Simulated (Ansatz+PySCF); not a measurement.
Values are calculated unless marked as measured or tabulated.
# Several solutions for quintet HNO₂

```csv
atom,x (Å),y (Å),z (Å)
N,0.0000,0.0000,-0.2879
H,0.0000,0.0000,2.0151
O,30.0000,0.0000,-0.8912
O,30.0000,0.0000,0.8912
```

Basis set: 6-31G (spherical functions). Charge 0, multiplicity 5.

CASSCF(6,6) was run from several starts with Ansatz (development build ahead of 0.2.0) and PySCF 2.14.0. The starts are those of the Hartree–Fock orbitals from which the active space was taken at the frontier.

```
run  program                        start  converged  energy (hartree)  <S²>
  A    PySCF             program defaults        yes        -204.32157  6.00
  B   Ansatz      stability test followed        yes        -204.33462  6.00
  C   Ansatz      atomic start, no search        yes        -204.33462  6.00
  D   Ansatz  search for the lowest state        yes        -204.33462  6.00
```

Task: Which runs reached the lowest solution of this kind, and what is wrong with the others?

Result: B, C, D reached the lowest solution found. Converged but too high: A by 0.36 eV. Convergence only shows a stationary point; in CASSCF the end hangs on which orbitals enter the active space. Caution: other starts end on other solutions of this active space.
